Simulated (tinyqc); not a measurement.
Inside a calculation. Method: Pariser-Parr-Pople SCF with singles CI, for the molecule C=CC(=C)C=N (SMILES; centres numbered as the heavy atoms are written). One step of it, computed by the program tinyqc.

Problem. Iteration 2: orbitals and new P. Diagonalise F (the basis is taken as orthonormal) and form P = 2 sum c c over the lowest orbitals; 0.5 of the old P is kept.

F (eV), order 1C, 2C, 3C, 4C, 5C, 6N:
```
[[-5.674580, -5.088472, 0.002537, 0.563822, 0.150831, -0.006898],
 [-5.088472, -5.700863, -3.688325, 0.007813, -0.014539, 0.118157],
 [0.002537, -3.688325, -5.757255, -4.863277, -3.685818, 0.026551],
 [0.563822, 0.007813, -4.863277, -5.676440, -0.095783, 0.685456],
 [0.150831, -0.014539, -3.685818, -0.095783, -5.555383, -5.248073],
 [-0.006898, 0.118157, 0.026551, 0.685456, -5.248073, -7.820044]]
```

pi electrons, sum of z_r less the charge = 6

P after iteration 1, order 1C, 2C, 3C, 4C, 5C, 6N:
```
[[1.000661, 0.915952, -0.001310, -0.391389, -0.085762, 0.005201],
 [0.915952, 0.999315, 0.392224, -0.004036, 0.007509, -0.080957],
 [-0.001310, 0.392224, 1.002848, 0.831976, 0.391232, -0.013474],
 [-0.391389, -0.004036, 0.831976, 0.970116, 0.049473, -0.383606],
 [-0.085762, 0.007509, 0.391232, 0.049473, 0.911813, 0.904919],
 [0.005201, -0.080957, -0.013474, -0.383606, 0.904919, 1.115246]]
```

Give: orbital energies; P after iteration 2.

Solution.

orbital energies (eV): [-13.9011, -11.6472, -9.6071, -2.4189, -0.7698, 2.1596]

P after iteration 2, order 1C, 2C, 3C, 4C, 5C, 6N:
```
[[0.9994, 0.9216, -0.0019, -0.3783, -0.0841, 0.0086],
 [0.9216, 1.0001, 0.3803, -0.0071, 0.0105, -0.0736],
 [-0.0019, 0.3803, 1.0060, 0.8402, 0.3849, -0.0226],
 [-0.3783, -0.0071, 0.8402, 0.9529, 0.0751, -0.3737],
 [-0.0841, 0.0105, 0.3849, 0.0751, 0.8694, 0.9023],
 [0.0086, -0.0736, -0.0226, -0.3737, 0.9023, 1.1722]]
```
